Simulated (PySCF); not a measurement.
A PySCF script (with the pyscf-properties extension) for the NMR shieldings of SMILES [NH3+]C1CCC1, [C$_{4}$H$_{10}$N]+, on a GFN2-xTB geometry:

```python
import basis_set_exchange as bse
import numpy as np
from pyscf import gto, dft
from pyscf.prop import nmr

atoms = """
N     1.700000   -0.439738   -0.265938
C     0.453042   -0.119829    0.505519
C    -0.782655   -0.917171    0.080117
C    -1.553491    0.404737   -0.089991
C    -0.236890    1.182387    0.091164
H     2.028434   -1.389696   -0.049848
H     1.496715   -0.382990   -1.273579
H     2.448462    0.229119   -0.043512
H     0.688701   -0.187139    1.567431
H    -1.177392   -1.604862    0.822139
H    -0.646759   -1.455379   -0.855847
H    -2.052717    0.538617   -1.044046
H    -2.267781    0.586216    0.706264
H    -0.247864    1.968126    0.840705
H     0.145781    1.595591   -0.839835
"""
names = dict.fromkeys(["N", "C", "H"], "pcSseg-1")
basis = {el: gto.basis.parse(bse.get_basis(n, elements=[el], fmt="nwchem")) for el, n in names.items()}
mol = gto.M(atom=atoms, basis=basis, charge=1, verbose=0)
mf = dft.RKS(mol, xc="PBE0")
mf.grids.level = 2
mf.grids.alignment = dft.numint.BLKSIZE   # the property module wants whole blocks of grid points
mf.conv_tol = 1e-9
mf.kernel()

calc = nmr.RKS(mf)   # GIAO
C = mf.mo_coeff
Co = C[:, mf.mo_occ > 0]
resp = mf.gen_response(singlet=True, hermi=2)
def vind(x):   # induced exchange potential for any number of trial vectors
    d = np.einsum("pi,xij,qj->xpq", C, 2 * x.reshape(-1, C.shape[1], Co.shape[1]), Co, optimize=True)
    return np.einsum("xpq,pi,qj->xij", resp(d - d.transpose(0, 2, 1)), C, Co, optimize=True).ravel()
mo1, _ = nmr.rhf.solve_mo1(calc, with_cphf=vind)
sigma = calc.kernel(mo1)
for i, s in enumerate(sigma):   # ppm
    print("%2d %-2s %9.2f" % (i, mol.atom_pure_symbol(i), np.trace(s) / 3))
```

Problem. What are the results?

Solution. 
```
 0 N     191.56
 1 C     134.23
 2 C     158.64
 3 C     174.24
 4 C     158.68
 5 H      26.73
 6 H      27.15
 7 H      26.73
 8 H      27.41
 9 H      28.53
10 H      29.53
11 H      29.18
12 H      29.14
13 H      28.54
14 H      29.53
```

These numbers come from an equivalent density-fitted implementation of the same equations, which agrees with the script to about 0.01 ppm for H and up to a few tenths of a ppm for heavy atoms, so last digits may differ.

Problem. Turn these shieldings into chemical shifts. δ = σ(ref) − σ, references computed at the same level: $^{15}$N (σref 267.73) against NH3; $^{13}$C (σref 186.93), $^{1}$H (σref 31.72) against TMS.

Solution. Averaging equivalent atoms: N 0: 76.2; C 1: 52.7; C 2/4: 28.3; C 3: 12.7; H 5/6/7: 4.85; H 8: 4.30; H 9/13: 3.18; H 12: 2.58; H 11: 2.54; H 10/14: 2.19 ppm. Experimental scales use liquid or dissolved standards, which lie at an offset from isolated NH3 (liquid NH3: subtract about 20 ppm).

Size and cost of the density-fitted run: 135 basis functions, of the order of 30 core-seconds.
